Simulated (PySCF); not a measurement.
**Protonated Nitrous Oxide (HN₂O+): spin-spin couplings at several levels of theory, part 1 of 2**

Aim: compute the spin-spin couplings of Protonated Nitrous Oxide (HN₂O+) (`N#[N+]O`) at several levels, and see how far they spread and what each costs.

The runs use PySCF 2.14.0, with density-fitted response routines of our own; the level of theory stands in each step. All values are computed, except where a source is named. Atoms count from 0, in the outputs and in this text.

### 1 Starting geometry

4 atoms, charge 1, multiplicity 1; geometry from: GFN2-xTB. The atoms were then displaced at random by about 0.03 Å, so the start is not that level's minimum.

Bonds of the start (Å): N0–N1 1.17, N1–O2 1.25, O2–H3 0.89.

### 2 Geometry optimisation at PBE0-D3(BJ)/def2-SVP

Job settings and geometry (Å):

```
{"job": {"xc": "PBE0", "basis": "def2-SVP", "d3": "d3bj", "grid": 1, "shake": 0.03, "kind": "geom"}, "charge": 1, "multiplicity": 1}
N      1.637760    -0.173700    -0.301870
N      0.477600    -0.098640    -0.188160
O     -0.748160    -0.152220     0.033780
H     -1.263450     0.343660    -0.491570
```

On the command line:

```console
$ OMP_NUM_THREADS=1 python probes_run.py task.json out
```

One launch serves the whole session: the jobs run in the order shown.

The log of the run:

```text
step   0  E = -184.52845454  max force = 0.146893
step   1  E = -184.55015350  max force = 0.007929
step   2  E = -184.55040195  max force = 0.003372
step   3  E = -184.55043546  max force = 0.000762
step   4  E = -184.55043729  max force = 0.000267
optimisation converged
```

Wall time 2 s (1 thread of Arm Neoverse V2, shared host); peak memory 0.23 GiB.

The steps of the relaxation:

```
step  energy from step 0 (eV)  largest force component (eV/Å)
   0                   0.0000                          7.5535
   1                  -0.5905                          0.4077
   2                  -0.5972                          0.1734
   3                  -0.5981                          0.0392
   4                  -0.5982                          0.0137
```

Close pairs (by a distance rule), those that changed most:

```
 bond  before (Å)  after (Å)  change (Å)
O2–H3       0.887      0.994      +0.106
N0–N1       1.168      1.106      -0.063
N1–O2       1.247      1.243      -0.004
```

The next job starts from the end point, and lists it.

```
                         at the end point                  value
  point group (found at 0.08 Å tolerance)                     Cs
rotational constants (GHz, main isotopes)  643.4, 11.592, 11.386
```

### 3 Indirect couplings: HF/pcJ-1

Job settings and geometry (Å):

```
{"job": {"kind": "j", "xc": "HF", "basis": "pcJ-1"}, "charge": 1, "multiplicity": 1}
N      1.589401    -0.163560    -0.299204
N      0.490544    -0.118454    -0.186193
O     -0.722414    -0.185606     0.076059
H     -1.253780     0.386720    -0.538482
```

With the program's defaults for keys left out, this is: HF/pcJ-1 indirect spin-spin coupling, non-relativistic, gas phase.

The log of the run:

```text
final grid: 38568 points
cycle   1  E = -183.7449889943  dE =  1.237e+00  |g| = 8.578e-01  |ddm| = 1.868e+00
cycle   2  E = -183.8420864381  dE = -9.710e-02  |g| = 6.234e-01  |ddm| = 7.799e-01
cycle   3  E = -183.9029728390  dE = -6.089e-02  |g| = 1.260e-01  |ddm| = 3.026e-01
cycle   4  E = -183.9065345144  dE = -3.562e-03  |g| = 4.478e-02  |ddm| = 9.397e-02
cycle   5  E = -183.9071087166  dE = -5.742e-04  |g| = 1.523e-02  |ddm| = 4.123e-02
cycle   6  E = -183.9071988179  dE = -9.010e-05  |g| = 5.986e-03  |ddm| = 1.619e-02
cycle   7  E = -183.9072183667  dE = -1.955e-05  |g| = 1.497e-03  |ddm| = 1.041e-02
cycle   8  E = -183.9072199916  dE = -1.625e-06  |g| = 6.059e-04  |ddm| = 2.250e-03
cycle   9  E = -183.9072204816  dE = -4.899e-07  |g| = 3.062e-04  |ddm| = 1.097e-03
cycle  10  E = -183.9072206333  dE = -1.517e-07  |g| = 8.889e-05  |ddm| = 8.173e-04
cycle  11  E = -183.9072206454  dE = -1.217e-08  |g| = 2.490e-05  |ddm| = 2.647e-04
cycle  12  E = -183.9072206460  dE = -6.000e-10  |g| = 8.444e-06  |ddm| = 5.911e-05
converged SCF energy = -183.9072206460

Indirect spin-spin couplings (Hz)
  i      j    bonds     total        FC       PSO       DSO        SD
  0 N    1 N    1     84.002    52.381     7.941     0.002    23.678
  0 N    2 O    2     25.990    15.422    -0.134    -0.078    10.779
  0 N    3 H    3    -16.205   -17.761    -0.415     0.436     1.535
  1 N    2 O    1   -109.097   -89.163    -8.200     0.051   -11.786
  1 N    3 H    2     46.296    46.817     0.357     0.305    -1.182
  2 O    3 H    1   -111.356  -107.196    -3.434    -0.209    -0.516
```

Run time: 0.7 s. Hardware: 1 thread of Arm Neoverse V2, shared host; peak memory 0.28 GiB.

The run ended normally, but its values are not to be used for the molecule: the reference is near a triplet instability, so Fermi-contact and spin-dipole terms are unreliable.

### 4 Indirect couplings: LDA/pcJ-1

Job settings and geometry (Å):

```
{"job": {"kind": "j", "xc": "LDA", "basis": "pcJ-1"}, "charge": 1, "multiplicity": 1}
N      1.589401    -0.163560    -0.299204
N      0.490544    -0.118454    -0.186193
O     -0.722414    -0.185606     0.076059
H     -1.253780     0.386720    -0.538482
```

Method: LDA/pcJ-1 indirect spin-spin coupling, non-relativistic, gas phase.

The log of the run:

```text
coarse grid: 3832 points
cycle   1  E = -183.3558962938  dE =  1.078e+00  |g| = 7.316e-01  |ddm| = 1.904e+00
cycle   2  E = -182.9825852687  dE =  3.733e-01  |g| = 1.674e+00  |ddm| = 1.239e+00
cycle   3  E = -183.4372886535  dE = -4.547e-01  |g| = 3.321e-01  |ddm| = 7.645e-01
cycle   4  E = -183.4413132345  dE = -4.025e-03  |g| = 2.860e-01  |ddm| = 2.965e-01
cycle   5  E = -183.4578466411  dE = -1.653e-02  |g| = 2.975e-02  |ddm| = 1.541e-01
cycle   6  E = -183.4579553521  dE = -1.087e-04  |g| = 1.094e-02  |ddm| = 1.623e-02
cycle   7  E = -183.4579825263  dE = -2.717e-05  |g| = 1.199e-03  |ddm| = 6.594e-03
cycle   8  E = -183.4579827935  dE = -2.671e-07  |g| = 1.170e-04  |ddm| = 7.105e-04
final grid: 38568 points
cycle   9  E = -183.4954018709  dE = -7.501e-05  |g| = 3.162e-03  |ddm| = 8.086e-03
cycle  10  E = -183.4954020483  dE = -1.774e-07  |g| = 1.597e-03  |ddm| = 1.850e-03
cycle  11  E = -183.4954019013  dE =  1.470e-07  |g| = 1.880e-03  |ddm| = 1.479e-03
cycle  12  E = -183.4954023713  dE = -4.699e-07  |g| = 7.905e-04  |ddm| = 9.649e-04
cycle  13  E = -183.4954024636  dE = -9.230e-08  |g| = 3.060e-04  |ddm| = 4.571e-04
cycle  14  E = -183.4954024837  dE = -2.011e-08  |g| = 1.421e-05  |ddm| = 1.740e-04
cycle  15  E = -183.4954024837  dE = -3.376e-11  |g| = 1.371e-06  |ddm| = 9.555e-06
converged SCF energy = -183.4954024837

Indirect spin-spin couplings (Hz)
  i      j    bonds     total        FC       PSO       DSO        SD
  0 N    1 N    1    -14.643   -19.909     1.538     0.009     3.719
  0 N    2 O    2     -6.858    -8.102    -0.997    -0.078     2.319
  0 N    3 H    3      0.315    -0.112    -0.232     0.432     0.227
  1 N    2 O    1    -47.462   -43.466    -3.268     0.050    -0.779
  1 N    3 H    2      0.072    -0.223     0.015     0.301    -0.020
  2 O    3 H    1    -79.487   -74.938    -4.277    -0.234    -0.038
```

Run time: 1.4 s. Hardware: 1 thread of Arm Neoverse V2, shared host; peak memory 0.28 GiB.

A choice of the couplings up to four bonds, sorted by the number of bonds; isotopes 1H, 15N, 17O:

```
 pair  bonds  J (Hz)  Fermi contact (Hz)
O2–H3      1   -79.5               -74.9
N1–O2      1   -47.5               -43.5
N0–N1      1   -14.6               -19.9
N0–O2      2    -6.9                -8.1
```

Quadrupole couplings from the field gradients of the same density:

```
atom  isotope  eQq/h (MHz)     η
  O2      17O        -15.0  0.62
  N0      14N       -3.001  0.72
  N1      14N        1.924  0.16
```

### 5 J couplings: PBE/pcJ-1

Job settings and geometry (Å):

```
{"job": {"kind": "j", "xc": "PBE", "basis": "pcJ-1"}, "charge": 1, "multiplicity": 1}
N      1.589401    -0.163560    -0.299204
N      0.490544    -0.118454    -0.186193
O     -0.722414    -0.185606     0.076059
H     -1.253780     0.386720    -0.538482
```

With the program's defaults for keys left out, this is: PBE/pcJ-1 indirect spin-spin coupling, non-relativistic, gas phase.

The log of the run:

```text
coarse grid: 3832 points
cycle   1  E = -184.5798743975  dE =  1.083e+00  |g| = 7.156e-01  |ddm| = 1.901e+00
cycle   2  E = -184.2101445280  dE =  3.697e-01  |g| = 1.654e+00  |ddm| = 1.210e+00
cycle   3  E = -184.6544965638  dE = -4.444e-01  |g| = 3.545e-01  |ddm| = 7.669e-01
cycle   4  E = -184.6653148795  dE = -1.082e-02  |g| = 2.539e-01  |ddm| = 2.945e-01
cycle   5  E = -184.6784080894  dE = -1.309e-02  |g| = 2.525e-02  |ddm| = 1.373e-01
cycle   6  E = -184.6784862201  dE = -7.813e-05  |g| = 9.448e-03  |ddm| = 1.489e-02
cycle   7  E = -184.6785066652  dE = -2.045e-05  |g| = 1.044e-03  |ddm| = 5.879e-03
cycle   8  E = -184.6785068653  dE = -2.001e-07  |g| = 1.068e-04  |ddm| = 6.438e-04
final grid: 38568 points
cycle   9  E = -184.7103510158  dE = -6.340e-05  |g| = 1.455e-02  |ddm| = 1.340e-02
cycle  10  E = -184.7100257500  dE =  3.253e-04  |g| = 4.296e-02  |ddm| = 2.823e-02
cycle  11  E = -184.7103700837  dE = -3.443e-04  |g| = 9.810e-03  |ddm| = 2.408e-02
cycle  12  E = -184.7103875211  dE = -1.744e-05  |g| = 1.320e-03  |ddm| = 4.379e-03
cycle  13  E = -184.7103877986  dE = -2.775e-07  |g| = 2.960e-04  |ddm| = 6.757e-04
cycle  14  E = -184.7103878168  dE = -1.826e-08  |g| = 4.088e-05  |ddm| = 2.300e-04
cycle  15  E = -184.7103878172  dE = -3.895e-10  |g| = 4.172e-06  |ddm| = 2.937e-05
converged SCF energy = -184.7103878172

Indirect spin-spin couplings (Hz)
  i      j    bonds     total        FC       PSO       DSO        SD
  0 N    1 N    1    -12.908   -18.988     1.616     0.010     4.454
  0 N    2 O    2     -6.567    -7.734    -1.241    -0.078     2.486
  0 N    3 H    3     -0.276    -0.759    -0.219     0.432     0.269
  1 N    2 O    1    -49.094   -44.793    -3.218     0.050    -1.133
  1 N    3 H    2      0.776     0.496     0.021     0.302    -0.043
  2 O    3 H    1    -81.755   -77.365    -4.279    -0.232     0.121
```

Run time: 2 s. Hardware: 1 thread of Arm Neoverse V2, shared host; peak memory 0.28 GiB.

This run: J(O2,H3) -81.8 Hz, J(N1,O2) -49.1 Hz, J(N0,N1) -12.9 Hz.

### 6 Indirect couplings: KT2/pcJ-1

Job settings and geometry (Å):

```
{"job": {"kind": "j", "xc": "KT2", "basis": "pcJ-1"}, "charge": 1, "multiplicity": 1}
N      1.589401    -0.163560    -0.299204
N      0.490544    -0.118454    -0.186193
O     -0.722414    -0.185606     0.076059
H     -1.253780     0.386720    -0.538482
```

Method: KT2/pcJ-1 indirect spin-spin coupling, non-relativistic, gas phase.

The log of the run:

```text
coarse grid: 3832 points
cycle   1  E = -187.6135582451  dE =  1.080e+00  |g| = 7.083e-01  |ddm| = 1.892e+00
cycle   2  E = -187.3144196797  dE =  2.991e-01  |g| = 1.500e+00  |ddm| = 1.163e+00
cycle   3  E = -187.6999292901  dE = -3.855e-01  |g| = 2.359e-01  |ddm| = 7.114e-01
cycle   4  E = -187.6982856037  dE =  1.644e-03  |g| = 2.402e-01  |ddm| = 2.372e-01
cycle   5  E = -187.7105175173  dE = -1.223e-02  |g| = 2.311e-02  |ddm| = 1.374e-01
cycle   6  E = -187.7105928104  dE = -7.529e-05  |g| = 7.364e-03  |ddm| = 1.153e-02
cycle   7  E = -187.7106057504  dE = -1.294e-05  |g| = 7.719e-04  |ddm| = 5.077e-03
cycle   8  E = -187.7106058628  dE = -1.124e-07  |g| = 1.519e-04  |ddm| = 5.779e-04
final grid: 38568 points
cycle   9  E = -187.7283770787  dE = -4.671e-04  |g| = 1.264e-02  |ddm| = 2.655e-02
cycle  10  E = -187.7283499850  dE =  2.709e-05  |g| = 1.438e-02  |ddm| = 1.449e-02
cycle  11  E = -187.7283460223  dE =  3.963e-06  |g| = 1.557e-02  |ddm| = 1.520e-02
cycle  12  E = -187.7283942708  dE = -4.825e-05  |g| = 1.272e-03  |ddm| = 7.654e-03
cycle  13  E = -187.7283945389  dE = -2.682e-07  |g| = 4.161e-04  |ddm| = 8.133e-04
cycle  14  E = -187.7283945658  dE = -2.684e-08  |g| = 1.264e-04  |ddm| = 2.440e-04
cycle  15  E = -187.7283945689  dE = -3.169e-09  |g| = 1.406e-05  |ddm| = 8.434e-05
cycle  16  E = -187.7283945690  dE = -3.482e-11  |g| = 2.589e-06  |ddm| = 9.912e-06
converged SCF energy = -187.7283945690

Indirect spin-spin couplings (Hz)
  i      j    bonds     total        FC       PSO       DSO        SD
  0 N    1 N    1    -16.151   -23.141     1.621     0.010     5.359
  0 N    2 O    2     -6.175    -7.245    -1.635    -0.078     2.783
  0 N    3 H    3      0.029    -0.559    -0.169     0.434     0.323
  1 N    2 O    1    -54.709   -50.107    -2.984     0.051    -1.668
  1 N    3 H    2      2.816     2.585    -0.004     0.304    -0.070
  2 O    3 H    1    -79.312   -75.140    -4.057    -0.221     0.105
```

Run time: 2.2 s. Hardware: 1 thread of Arm Neoverse V2, shared host; peak memory 0.28 GiB.

This run: J(O2,H3) -79.3 Hz, J(N1,O2) -54.7 Hz, J(N0,N1) -16.2 Hz.

### 7 Indirect couplings: PBE0/pcJ-1

Job settings and geometry (Å):

```
{"job": {"kind": "j", "xc": "PBE0", "basis": "pcJ-1"}, "charge": 1, "multiplicity": 1}
N      1.589401    -0.163560    -0.299204
N      0.490544    -0.118454    -0.186193
O     -0.722414    -0.185606     0.076059
H     -1.253780     0.386720    -0.538482
```

Level: PBE0/pcJ-1 indirect spin-spin coupling, non-relativistic, gas phase.

The log of the run:

```text
coarse grid: 3832 points
cycle   1  E = -184.5584666055  dE =  1.129e+00  |g| = 7.288e-01  |ddm| = 1.887e+00
cycle   2  E = -184.3917122790  dE =  1.668e-01  |g| = 1.273e+00  |ddm| = 9.963e-01
cycle   3  E = -184.6501525623  dE = -2.584e-01  |g| = 2.676e-01  |ddm| = 5.800e-01
cycle   4  E = -184.6597139233  dE = -9.561e-03  |g| = 1.470e-01  |ddm| = 2.008e-01
cycle   5  E = -184.6638888567  dE = -4.175e-03  |g| = 2.057e-02  |ddm| = 7.534e-02
cycle   6  E = -184.6639513666  dE = -6.251e-05  |g| = 2.972e-03  |ddm| = 1.097e-02
cycle   7  E = -184.6639533829  dE = -2.016e-06  |g| = 3.834e-04  |ddm| = 2.112e-03
final grid: 38568 points
cycle   8  E = -184.6874246190  dE = -4.742e-05  |g| = 8.264e-03  |ddm| = 9.846e-03
cycle   9  E = -184.6873892822  dE =  3.534e-05  |g| = 1.576e-02  |ddm| = 1.128e-02
cycle  10  E = -184.6874340336  dE = -4.475e-05  |g| = 3.207e-03  |ddm| = 8.479e-03
cycle  11  E = -184.6874358764  dE = -1.843e-06  |g| = 4.999e-04  |ddm| = 1.503e-03
cycle  12  E = -184.6874359162  dE = -3.982e-08  |g| = 6.336e-05  |ddm| = 2.183e-04
cycle  13  E = -184.6874359169  dE = -7.460e-10  |g| = 8.409e-06  |ddm| = 4.454e-05
converged SCF energy = -184.6874359169

Indirect spin-spin couplings (Hz)
  i      j    bonds     total        FC       PSO       DSO        SD
  0 N    1 N    1     -6.300   -14.402     2.486     0.008     5.608
  0 N    2 O    2     -4.743    -6.281    -1.167    -0.078     2.783
  0 N    3 H    3     -0.807    -1.339    -0.237     0.434     0.335
  1 N    2 O    1    -50.089   -43.723    -4.406     0.050    -2.011
  1 N    3 H    2      2.419     2.110     0.103     0.303    -0.097
  2 O    3 H    1    -88.963   -84.898    -3.990    -0.225     0.150
```

It took 1.6 s on 1 thread of Arm Neoverse V2, shared host; peak memory 0.31 GiB.

This run: J(O2,H3) -89.0 Hz, J(N1,O2) -50.1 Hz, J(N0,N1) -6.3 Hz.

### 8 Spin-spin couplings: B97-2/pcJ-1

Job settings and geometry (Å):

```
{"job": {"kind": "j", "xc": "B97-2", "basis": "pcJ-1"}, "charge": 1, "multiplicity": 1}
N      1.589401    -0.163560    -0.299204
N      0.490544    -0.118454    -0.186193
O     -0.722414    -0.185606     0.076059
H     -1.253780     0.386720    -0.538482
```

With the program's defaults for keys left out, this is: B97-2/pcJ-1 indirect spin-spin coupling, non-relativistic, gas phase.

The log of the run:

```text
coarse grid: 3832 points
cycle   1  E = -184.7006192151  dE =  1.117e+00  |g| = 7.232e-01  |ddm| = 1.893e+00
cycle   2  E = -184.5227453972  dE =  1.779e-01  |g| = 1.287e+00  |ddm| = 1.009e+00
cycle   3  E = -184.7898471685  dE = -2.671e-01  |g| = 2.695e-01  |ddm| = 5.954e-01
cycle   4  E = -184.7991546306  dE = -9.307e-03  |g| = 1.549e-01  |ddm| = 2.073e-01
cycle   5  E = -184.8038905821  dE = -4.736e-03  |g| = 1.933e-02  |ddm| = 8.034e-02
cycle   6  E = -184.8039451579  dE = -5.458e-05  |g| = 3.356e-03  |ddm| = 1.073e-02
cycle   7  E = -184.8039477543  dE = -2.596e-06  |g| = 4.037e-04  |ddm| = 2.342e-03
final grid: 38568 points
cycle   8  E = -184.8258970314  dE = -7.506e-05  |g| = 4.832e-03  |ddm| = 1.236e-02
cycle   9  E = -184.8258910162  dE =  6.015e-06  |g| = 6.935e-03  |ddm| = 4.734e-03
cycle  10  E = -184.8258981286  dE = -7.112e-06  |g| = 2.683e-03  |ddm| = 4.317e-03
cycle  11  E = -184.8258994270  dE = -1.298e-06  |g| = 9.622e-04  |ddm| = 1.607e-03
cycle  12  E = -184.8258995811  dE = -1.541e-07  |g| = 1.295e-04  |ddm| = 4.134e-04
cycle  13  E = -184.8258995846  dE = -3.460e-09  |g| = 7.774e-06  |ddm| = 8.694e-05
cycle  14  E = -184.8258995846  dE = -9.749e-12  |g| = 1.484e-06  |ddm| = 5.360e-06
converged SCF energy = -184.8258995846

Indirect spin-spin couplings (Hz)
  i      j    bonds     total        FC       PSO       DSO        SD
  0 N    1 N    1     -6.941   -14.216     2.349     0.008     4.918
  0 N    2 O    2     -4.810    -6.004    -1.234    -0.078     2.506
  0 N    3 H    3     -1.378    -1.878    -0.236     0.434     0.302
  1 N    2 O    1    -48.146   -42.467    -4.143     0.050    -1.586
  1 N    3 H    2      2.589     2.270     0.088     0.304    -0.071
  2 O    3 H    1    -86.991   -82.797    -3.988    -0.224     0.017
```

It took 1.7 s on 1 thread of Arm Neoverse V2, shared host; peak memory 0.31 GiB.

Key values: J(O2,H3) -87.0 Hz, J(N1,O2) -48.1 Hz, J(N0,N1) -6.9 Hz.

### 9 J couplings: CAM-B3LYP/pcJ-1

Job settings and geometry (Å):

```
{"job": {"kind": "j", "xc": "CAM-B3LYP", "basis": "pcJ-1"}, "charge": 1, "multiplicity": 1}
N      1.589401    -0.163560    -0.299204
N      0.490544    -0.118454    -0.186193
O     -0.722414    -0.185606     0.076059
H     -1.253780     0.386720    -0.538482
```

Method: CAM-B3LYP/pcJ-1 indirect spin-spin coupling, non-relativistic, gas phase.

The log of the run:

```text
coarse grid: 3832 points
cycle   1  E = -184.6585836969  dE =  1.134e+00  |g| = 7.942e-01  |ddm| = 1.863e+00
cycle   2  E = -184.5673466328  dE =  9.124e-02  |g| = 1.166e+00  |ddm| = 9.364e-01
cycle   3  E = -184.7767640374  dE = -2.094e-01  |g| = 2.056e-01  |ddm| = 4.893e-01
cycle   4  E = -184.7823343407  dE = -5.570e-03  |g| = 1.107e-01  |ddm| = 1.469e-01
cycle   5  E = -184.7845281161  dE = -2.194e-03  |g| = 2.004e-02  |ddm| = 5.525e-02
cycle   6  E = -184.7845885805  dE = -6.046e-05  |g| = 1.996e-03  |ddm| = 1.051e-02
cycle   7  E = -184.7845902314  dE = -1.651e-06  |g| = 6.087e-04  |ddm| = 2.707e-03
final grid: 38568 points
cycle   8  E = -184.8144870665  dE = -5.353e-05  |g| = 2.261e-03  |ddm| = 5.788e-03
cycle   9  E = -184.8144870379  dE =  2.862e-08  |g| = 1.704e-03  |ddm| = 1.470e-03
cycle  10  E = -184.8144874383  dE = -4.003e-07  |g| = 6.572e-04  |ddm| = 9.408e-04
cycle  11  E = -184.8144875041  dE = -6.582e-08  |g| = 7.379e-05  |ddm| = 2.710e-04
cycle  12  E = -184.8144875048  dE = -6.825e-10  |g| = 4.807e-05  |ddm| = 5.965e-05
cycle  13  E = -184.8144875052  dE = -4.040e-10  |g| = 1.268e-05  |ddm| = 2.626e-05
converged SCF energy = -184.8144875052

Indirect spin-spin couplings (Hz)
  i      j    bonds     total        FC       PSO       DSO        SD
  0 N    1 N    1     -4.588   -13.164     2.725     0.007     5.844
  0 N    2 O    2     -4.220    -5.980    -1.043    -0.078     2.881
  0 N    3 H    3     -0.900    -1.405    -0.267     0.434     0.339
  1 N    2 O    1    -50.608   -43.852    -4.675     0.051    -2.132
  1 N    3 H    2      2.070     1.743     0.126     0.302    -0.101
  2 O    3 H    1    -94.444   -90.355    -4.001    -0.225     0.137
```

It took 2 s on 1 thread of Arm Neoverse V2, shared host; peak memory 0.31 GiB.

In short: J(O2,H3) -94.4 Hz, J(N1,O2) -50.6 Hz, J(N0,N1) -4.6 Hz.

### 10 Spin-spin couplings: BHandHLYP/pcJ-1

Job settings and geometry (Å):

```
{"job": {"kind": "j", "xc": "BHandHLYP", "basis": "pcJ-1"}, "charge": 1, "multiplicity": 1}
N      1.589401    -0.163560    -0.299204
N      0.490544    -0.118454    -0.186193
O     -0.722414    -0.185606     0.076059
H     -1.253780     0.386720    -0.538482
```

Method: BHandHLYP/pcJ-1 indirect spin-spin coupling, non-relativistic, gas phase.

The log of the run:

```text
coarse grid: 3832 points
cycle   1  E = -184.6336549159  dE =  1.174e+00  |g| = 7.690e-01  |ddm| = 1.869e+00
cycle   2  E = -184.5846876068  dE =  4.897e-02  |g| = 1.015e+00  |ddm| = 8.872e-01
cycle   3  E = -184.7470665796  dE = -1.624e-01  |g| = 1.977e-01  |ddm| = 4.555e-01
cycle   4  E = -184.7531229256  dE = -6.056e-03  |g| = 9.118e-02  |ddm| = 1.406e-01
cycle   5  E = -184.7546549627  dE = -1.532e-03  |g| = 1.827e-02  |ddm| = 4.899e-02
cycle   6  E = -184.7547126833  dE = -5.772e-05  |g| = 2.352e-03  |ddm| = 1.067e-02
cycle   7  E = -184.7547153459  dE = -2.663e-06  |g| = 7.975e-04  |ddm| = 3.454e-03
final grid: 38568 points
cycle   8  E = -184.7737411449  dE = -2.286e-05  |g| = 1.408e-03  |ddm| = 5.100e-03
cycle   9  E = -184.7737410218  dE =  1.231e-07  |g| = 1.504e-03  |ddm| = 1.143e-03
cycle  10  E = -184.7737413677  dE = -3.459e-07  |g| = 4.889e-04  |ddm| = 7.933e-04
cycle  11  E = -184.7737414065  dE = -3.883e-08  |g| = 1.947e-04  |ddm| = 3.036e-04
cycle  12  E = -184.7737414137  dE = -7.190e-09  |g| = 2.928e-05  |ddm| = 1.038e-04
cycle  13  E = -184.7737414139  dE = -2.229e-10  |g| = 7.397e-06  |ddm| = 1.993e-05
converged SCF energy = -184.7737414139

Indirect spin-spin couplings (Hz)
  i      j    bonds     total        FC       PSO       DSO        SD
  0 N    1 N    1      4.057    -7.236     3.880     0.005     7.407
  0 N    2 O    2     -2.023    -4.358    -0.915    -0.078     3.328
  0 N    3 H    3     -2.056    -2.633    -0.284     0.435     0.426
  1 N    2 O    1    -53.204   -44.401    -5.758     0.051    -3.096
  1 N    3 H    2      4.886     4.579     0.189     0.303    -0.185
  2 O    3 H    1   -104.058  -100.170    -3.860    -0.218     0.190
```

Wall time 1.8 s (1 thread of Arm Neoverse V2, shared host); peak memory 0.31 GiB.

This run: J(O2,H3) -104.1 Hz, J(N1,O2) -53.2 Hz, J(N1,H3) 4.9 Hz.

(Continued in part 2 of 2.)
